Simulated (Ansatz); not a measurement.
C4H5F, SMILES `C#CC(C)F`: the same geometry under several functionals.

```yaml
crystal:
  periodic: [false, false, false]
  atoms:
    - {symbol: C, position_ang: [-1.549007, 1.663751, -0.194152]}
    - {symbol: C, position_ang: [-0.599212, 0.940606, -0.307956]}
    - {symbol: C, position_ang: [0.557685, 0.060529, -0.411225]}
    - {symbol: C, position_ang: [0.499427, -1.094912, 0.562662]}
    - {symbol: F, position_ang: [0.642065, -0.443008, -1.703641]}
    - {symbol: H, position_ang: [-2.393373, 2.305594, -0.102536]}
    - {symbol: H, position_ang: [1.467203, 0.650289, -0.248875]}
    - {symbol: H, position_ang: [1.381356, -1.724472, 0.436815]}
    - {symbol: H, position_ang: [0.473795, -0.719343, 1.586812]}
    - {symbol: H, position_ang: [-0.396838, -1.690133, 0.384998]}
basis:
  gaussian: {orbitals: def2-TZVPP}
hamiltonian: {xc: pbe0, dispersion: d4}
output: {orbitals: {seedname: orbitals}}
```

```sh
$ ansatz run in.yaml --threads 2 --pin off --events-out ev --progress --plain --max-ram 4352MiB
```

It prints (some lines left out):

```
Functional definition: PBE0
1171 factors; their error is unknown
mean field evaluation 1: about -6932.3685 eV, gradient 5.6e1 eV
mean field evaluation 2: about -6932.6004 eV, gradient 5.2e1 eV
mean field evaluation 4: about -6939.1795 eV, gradient 5.9e0 eV
mean field evaluation 8: about -6939.2542 eV, gradient 5.1e-2 eV
mean field evaluation 16: about -6939.2581 eV, gradient 9.7e-5 eV
mean field -6939.25807818 eV, -255.0130307750 hartree, gradient 1.5e-5 eV, S^2 0.000000; 0 other end points of the search recorded, 0 dependent functions left out
reference -6939.25810659 eV, -255.0130318190 hartree; 19, 19 occupied and 206, 206 virtual orbitals, 1171 factors
Total energy: -6939.39190456 eV, -255.0179488039 hartree
```

It took 3.9 s on 2 threads of an Arm Neoverse V1 on a shared host, with 0.42 GiB of host memory at the peak.

With the line `hamiltonian: {xc: {name: B97M-V}}` (abridged; 14 s):

```
Functional definition: B97M-V
mean field evaluation 16: about -6946.2811 eV, gradient 8.1e-4 eV
mean field -6946.28113996 eV, -255.2711235350 hartree, gradient 6.1e-5 eV, S^2 0.000000
Total energy: -6946.28119509 eV, -255.2711255610 hartree
```

The same input with `hamiltonian: {xc: {name: BHLYP}, dispersion: d4}` (abridged; 4.1 s):

```
Functional definition: BHLYP
mean field evaluation 16: about -6943.5070 eV, gradient 1.6e-4 eV
mean field -6943.50701383 eV, -255.1691762803 hartree, gradient 4.6e-5 eV, S^2 0.000000
Total energy: -6943.68247300 eV, -255.1756242858 hartree
```

With the line `hamiltonian: {xc: {name: B3LYP}, dispersion: d4}` and forces (abridged; 7 s):

```
Functional definition: B3LYP
mean field evaluation 16: about -6947.3796 eV, gradient 1.0e-3 eV
mean field -6947.37960854 eV, -255.3114915109 hartree, gradient 2.6e-5 eV, S^2 0.000000
Total energy: -6947.63541366 eV, -255.3208921755 hartree
Atom 0 force    -0.050391     0.033396     0.003625 eV/Å
Atom 1 force    -0.133151     0.123154     0.003407 eV/Å
Atom 2 force     0.087484     0.285655     0.299749 eV/Å
Atom 3 force     0.011544    -0.178536     0.142737 eV/Å
Atom 4 force     0.038644    -0.158928    -0.415114 eV/Å
Atom 5 force     0.086667    -0.065630    -0.009749 eV/Å
Atom 6 force    -0.044573    -0.046076    -0.016837 eV/Å
Atom 7 force    -0.046803     0.018903     0.017885 eV/Å
Atom 8 force     0.003293    -0.031223    -0.042654 eV/Å
Atom 9 force     0.047285     0.019286     0.016952 eV/Å
Dipole moment:     0.002097     0.065778     0.383515 e Å
```

The same input with `hamiltonian: {xc: hse06, dispersion: d4}` (abridged; 4.1 s):

```
Functional definition: HSE06
mean field evaluation 16: about -6938.8971 eV, gradient 5.2e-5 eV
mean field -6938.89713282 eV, -254.9997662777 hartree, gradient 5.2e-5 eV, S^2 0.000000
Total energy: -6939.02030127 eV, -255.0042926348 hartree
```

Changing it to `hamiltonian: {xc: {name: wB97M-V}}` and forces (abridged; 16 s):

```
Functional definition: wB97M-V
mean field evaluation 16: about -6944.5431 eV, gradient 1.2e-3 eV
mean field -6944.54313941 eV, -255.2072531930 hartree, gradient 5.2e-5 eV, S^2 0.000000
Total energy: -6944.54318366 eV, -255.2072548191 hartree
Atom 0 force     0.129070    -0.105453    -0.019432 eV/Å
Atom 1 force    -0.414956     0.306427     0.031846 eV/Å
Atom 2 force     0.333364     0.057298     0.154947 eV/Å
Atom 3 force     0.003049    -0.139122     0.103088 eV/Å
Atom 4 force    -0.007733    -0.078311    -0.178602 eV/Å
Atom 5 force     0.067264    -0.049553    -0.006326 eV/Å
Atom 6 force    -0.099647    -0.063464    -0.020109 eV/Å
Atom 7 force    -0.073055     0.049147     0.007338 eV/Å
Atom 8 force     0.000511    -0.023637    -0.077676 eV/Å
Atom 9 force     0.062133     0.046668     0.004927 eV/Å
Dipole moment:     0.001213     0.065586     0.381556 e Å
```

B3LYP takes the VWN-RPA correlation (the form of Gaussian; ORCA's B3LYP/G).

HSE06 is the plane-wave form, built on full-range PBE exchange.
